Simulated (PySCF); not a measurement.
A geometry optimisation, step by step.

C4H6N2.
Numbering: `[CH3:1][n:2]1[cH:3][cH:4][n:5][cH:6]1` (hydrogens: H7, H8, H9 on C1; H10 on C3; H11 on C4; H12 on C6)

Method: PBE0-D3(BJ)/def2-SVP geometry optimisation, gas phase (PySCF); density fitting, grid level 1; the optimiser is geomeTRIC in internal coordinates, started from a GFN2-xTB structure with every atom displaced at random (about 0.01 Å). The frame can shift and turn from step to step; on so coarse a grid that alone can change the energy by a few meV, and forces under 0.02 eV/Å are noise.

Step 0: E = -7211.8626 eV, largest atomic force 4.274 eV/Å
```
atom  x, y, z in Å  |  force x, y, z in eV/Å
C1     -1.631   -0.247    0.157   -1.048   1.602  -0.020
N2     -0.255    0.042    0.005    0.760   0.186  -0.091
C3      0.731   -0.886   -0.046    2.108   0.541  -0.057
C4      1.948   -0.178   -0.162   -4.262   0.237   0.208
N5      1.648    1.145   -0.198    0.573   0.567   0.045
C6      0.351    1.258   -0.088    0.610  -0.806  -0.064
H7     -1.857   -0.618    1.149   -0.115  -0.354   0.527
H8     -1.962   -0.948   -0.594   -0.284  -0.505  -0.441
H9     -2.212    0.708    0.030    0.355  -0.725   0.022
H10     0.550   -1.936    0.027   -0.279  -0.726   0.030
H11     2.911   -0.548   -0.218    2.233  -0.843  -0.160
H12    -0.182    2.179   -0.070   -0.651   0.827   0.001
```

Step 1: E = -7212.0144 eV, largest atomic force 1.134 eV/Å
```
atom  x, y, z in Å  |  force x, y, z in eV/Å
C1     -1.601   -0.213    0.427    0.098  -0.086  -0.119
N2     -0.217    0.046    0.110   -0.098  -0.029   0.157
C3      0.782   -0.891   -0.015   -0.441  -0.004  -0.457
C4      1.862   -0.194   -0.501    0.965  -0.280   0.526
N5      1.582    1.137   -0.594   -0.077   0.020  -0.118
C6      0.328    1.245   -0.236   -0.177   0.102  -0.059
H7     -1.714   -0.681    1.415    0.070  -0.030   0.011
H8     -2.045   -0.877   -0.337   -0.024   0.118   0.139
H9     -2.151    0.736    0.438   -0.021   0.025  -0.039
H10     0.585   -1.951    0.145    0.127   0.098   0.069
H11     2.882   -0.586   -0.664   -0.500   0.178  -0.111
H12    -0.259    2.170   -0.210    0.077  -0.111   0.002
```

Step 2: E = -7212.0267 eV, largest atomic force 0.490 eV/Å
```
atom  x, y, z in Å  |  force x, y, z in eV/Å
C1     -1.605   -0.210    0.438    0.071  -0.061   0.012
N2     -0.230    0.037    0.089    0.153  -0.003  -0.465
C3      0.772   -0.890   -0.071   -0.044  -0.340   0.343
C4      1.897   -0.191   -0.444   -0.385   0.037  -0.160
N5      1.580    1.129   -0.593    0.072   0.251   0.235
C6      0.315    1.233   -0.267    0.190   0.098   0.041
H7     -1.680   -0.684    1.429    0.002  -0.005  -0.003
H8     -2.091   -0.860   -0.305   -0.014   0.007   0.008
H9     -2.144    0.746    0.472    0.010  -0.001  -0.007
H10     0.585   -1.950    0.080    0.064  -0.024   0.125
H11     2.907   -0.574   -0.603   -0.137   0.038  -0.102
H12    -0.271    2.154   -0.248    0.017   0.003  -0.025
```

Step 3: E = -7212.0462 eV, largest atomic force 0.393 eV/Å
```
atom  x, y, z in Å  |  force x, y, z in eV/Å
C1     -1.597   -0.215    0.425   -0.015   0.117   0.109
N2     -0.225    0.045    0.078   -0.230  -0.125  -0.186
C3      0.763   -0.900   -0.053    0.088   0.383  -0.008
C4      1.876   -0.189   -0.442    0.099  -0.059  -0.084
N5      1.590    1.140   -0.569   -0.021  -0.107   0.018
C6      0.322    1.247   -0.262    0.038  -0.146   0.165
H7     -1.663   -0.691    1.416   -0.030   0.007  -0.002
H8     -2.083   -0.867   -0.314    0.001  -0.032  -0.051
H9     -2.143    0.737    0.459   -0.018  -0.015   0.018
H10     0.585   -1.957    0.124    0.010   0.001   0.050
H11     2.870   -0.577   -0.643    0.116  -0.047  -0.024
H12    -0.261    2.168   -0.242   -0.039   0.023  -0.005
```

Step 4: E = -7212.0428 eV, largest atomic force 0.394 eV/Å
```
atom  x, y, z in Å  |  force x, y, z in eV/Å
C1     -1.609   -0.211    0.418    0.048  -0.043   0.088
N2     -0.232    0.033    0.076    0.244   0.127   0.044
C3      0.779   -0.889   -0.035   -0.091  -0.311  -0.224
C4      1.886   -0.193   -0.464   -0.187   0.102   0.297
N5      1.590    1.137   -0.563   -0.075   0.021  -0.141
C6      0.324    1.234   -0.243    0.004   0.151  -0.051
H7     -1.690   -0.685    1.408   -0.014  -0.003  -0.001
H8     -2.096   -0.860   -0.326    0.009  -0.011  -0.016
H9     -2.148    0.745    0.447    0.021   0.002   0.000
H10     0.615   -1.944    0.169   -0.004  -0.034  -0.019
H11     2.877   -0.582   -0.689    0.054  -0.022   0.035
H12    -0.261    2.155   -0.219   -0.008   0.022  -0.012
```

Step 5: E = -7212.0520 eV, largest atomic force 0.087 eV/Å
```
atom  x, y, z in Å  |  force x, y, z in eV/Å
C1     -1.603   -0.212    0.422    0.006   0.002   0.036
N2     -0.230    0.039    0.071   -0.008  -0.003   0.022
C3      0.770   -0.894   -0.048   -0.037  -0.025  -0.074
C4      1.881   -0.192   -0.453   -0.010   0.045   0.055
N5      1.588    1.136   -0.570    0.018   0.019  -0.013
C6      0.322    1.242   -0.252    0.024  -0.034  -0.020
H7     -1.677   -0.690    1.411    0.001   0.000  -0.001
H8     -2.090   -0.861   -0.322   -0.002   0.000   0.000
H9     -2.145    0.741    0.458    0.001   0.002   0.000
H10     0.601   -1.949    0.151   -0.003   0.001  -0.002
H11     2.877   -0.582   -0.661    0.011  -0.001   0.011
H12    -0.261    2.164   -0.230   -0.002  -0.005  -0.013
```

Step 6: E = -7212.0523 eV, largest atomic force 0.142 eV/Å
```
atom  x, y, z in Å  |  force x, y, z in eV/Å
C1     -1.603   -0.211    0.426    0.005  -0.001   0.005
N2     -0.232    0.036    0.065    0.016   0.020  -0.107
C3      0.767   -0.897   -0.061    0.030   0.015   0.037
C4      1.883   -0.189   -0.445    0.055  -0.054  -0.004
N5      1.592    1.139   -0.563   -0.062  -0.073  -0.018
C6      0.322    1.238   -0.260   -0.053   0.098   0.088
H7     -1.671   -0.689    1.415    0.005   0.001  -0.001
H8     -2.099   -0.857   -0.314   -0.002  -0.002   0.000
H9     -2.142    0.745    0.467    0.002   0.001   0.000
H10     0.598   -1.953    0.134    0.006   0.001   0.003
H11     2.882   -0.577   -0.641    0.006  -0.011  -0.001
H12    -0.263    2.158   -0.244   -0.007   0.005  -0.001
```

Step 7: E = -7212.0531 eV, largest atomic force 0.050 eV/Å
```
atom  x, y, z in Å  |  force x, y, z in eV/Å
C1     -1.603   -0.211    0.424   -0.001   0.004   0.013
N2     -0.232    0.038    0.061   -0.021  -0.015  -0.043
C3      0.766   -0.896   -0.060    0.009   0.006   0.026
C4      1.883   -0.192   -0.445   -0.018   0.013  -0.009
N5      1.590    1.137   -0.565    0.014   0.009   0.001
C6      0.322    1.241   -0.258    0.018  -0.015   0.019
H7     -1.667   -0.690    1.413   -0.002   0.001   0.000
H8     -2.099   -0.858   -0.316    0.001  -0.001  -0.001
H9     -2.142    0.744    0.467   -0.001   0.000   0.000
H10     0.596   -1.952    0.138   -0.003  -0.001  -0.001
H11     2.882   -0.581   -0.640    0.002  -0.001  -0.002
H12    -0.263    2.162   -0.242    0.000  -0.001  -0.004
```

Step 8: E = -7212.0531 eV, largest atomic force under 0.02 eV/Å
```
atom  x, y, z in Å  |  force x, y, z in eV/Å
C1     -1.603   -0.211    0.423    0.002   0.001   0.012
N2     -0.233    0.037    0.059   -0.003   0.001  -0.013
C3      0.766   -0.896   -0.059    0.004   0.002   0.007
C4      1.883   -0.192   -0.444    0.004  -0.003  -0.009
N5      1.591    1.137   -0.565    0.002  -0.003   0.020
C6      0.323    1.240   -0.257   -0.008   0.003  -0.008
H7     -1.668   -0.689    1.412   -0.001   0.001   0.000
H8     -2.100   -0.857   -0.316    0.001   0.000   0.000
H9     -2.142    0.745    0.466    0.000   0.000  -0.001
H10     0.597   -1.952    0.140   -0.002   0.000  -0.004
H11     2.882   -0.581   -0.640    0.001  -0.002   0.001
H12    -0.262    2.161   -0.242   -0.001   0.000  -0.004
```

Problem. Summarise the path.

Solution. The energy falls by 0.1906 eV from step 0 to step 8; nine tenths of that is first reached at step 3. It rises by more than 0.2 meV at step 4. The largest force goes from 4.274 to under 0.02 eV/Å. Among the bonds C4–H11 changes most, from 1.033 to 1.090 Å; the atoms move by 0.092 Å rms after alignment.

Problem. Follow the three bonds and two angles with the largest change from start to end.

Solution. 
```csv
step,E above end (eV),largest force (eV/Å),C4–H11 (Å),C3–C4 (Å),C1–H9 (Å),C3–C4–N5 (°),C4–C3–H10 (°)
0,0.1906,4.274,1.033,1.412,1.125,107.5,130.1
1,0.0387,1.134,1.105,1.374,1.097,111.0,133.4
2,0.0265,0.490,1.093,1.376,1.098,109.3,132.3
3,0.0070,0.393,1.086,1.376,1.098,111.1,132.9
4,0.0103,0.394,1.088,1.376,1.098,109.9,132.1
5,0.0011,0.087,1.089,1.375,1.098,110.4,132.4
6,0.0008,0.142,1.089,1.376,1.098,110.6,132.5
7,0.0001,0.050,1.090,1.375,1.098,110.4,132.5
8,0.0000,under 0.02,1.090,1.376,1.098,110.5,132.5
```

What follows is the cost of the whole optimisation. Hardware: Arm Neoverse V2, one thread, shared host with 32 logical CPUs at a one-minute load of 8.6. Cost: 32 s of wall time, 0.48 GiB resident at most.
